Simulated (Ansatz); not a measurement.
## B–BH–F⁺, doublet: the ladder up to UCCSDT(Q)

Geometry: that of the B–BH–F, triplet, kept fixed.

```
atom   x (Å)    y (Å)    z (Å)
   B  0.0000  -0.2860   1.6155
   B  0.0000   0.4445   0.1548
   F  0.0000  -0.1777  -1.0181
   H  0.0000   1.6488   0.2021
```

Basis cc-pVDZ; Ansatz 0.2.0. Only valence electrons are correlated (noble-gas cores frozen), which leaves 13 electrons in 44 orbitals. Prefix R: restricted or restricted open-shell reference; prefix U: unrestricted. Active spaces: frontier = (9e, 9o) about the gap.

Full CI isn't at hand for all of this; UCCSDT(Q) serves as the reference, and is uncertain by about the last step of the cluster series. The frozen core follows each run's orbitals, which can shift R against U totals by a few meV.

For open shells CISD is restricted-active-space CI with the open shells as a complete middle space.

```
UHF ⟨S²⟩                          : 0.755
T1 diagnostic (RCCSD)             : 0.0296
largest doubles amplitude (RCCSD) : 0.051
T1 diagnostic (UCCSD)             : 0.0260
```

| level | E − E(RHF) (eV) |
| --- | --- |
| UHF | -0.0389 |
| RMP2 | -7.9105 |
| UMP2 | -7.9257 |
| RCCSD | -8.6145 |
| UCCSD | -8.6175 |
| RCCSD(T) | -8.8259 |
| UCCSD(T) | -8.8265 |

(1) Estimate how far UCCSDT(Q) in cc-pVDZ lies from RCCSD(T). The table doesn't fix it; the size of (T) and the diagnostics are the guide.

(1) UCCSDT(Q) in cc-pVDZ lies 46 meV below RCCSD(T), which is 22 % of the (T) step (-211 meV). The diagnostics are small and the rest is a small part of (T), but (T) is large here. The miss exceeds 1 kcal/mol.

The other levels:

| level | E − E(UCCSDT(Q)) (meV) | share of correlation (%) | wall time |
| --- | --- | --- | --- |
| CISD | 942 | 89.38 | 22 s |
| BCCD(T) | 41 | 99.54 | 22 s |
| RCCSDT | 18 | 99.80 | – |
| UCCSDT | 18 | 99.80 | – |
| RCCSDT(Q) | 6 | 99.93 | 3.7 min |
| CASSCF (frontier space) | 5164 | 41.79 | – |
| MRCISD (frontier space) | 412 | 95.36 | – |
| MRCISD+Q (frontier space) | 71 | 99.20 | 2.3 min |

The correlation energy at UCCSDT(Q), counted from RHF, is -8.872 eV. That run took 3.4 min on 1 thread of Intel Xeon, shared host.

Times hold each run's SCF and search for its determinant on a shared host, so for small cases they say little of a method's own cost; they ran on 1 thread of Intel Xeon.
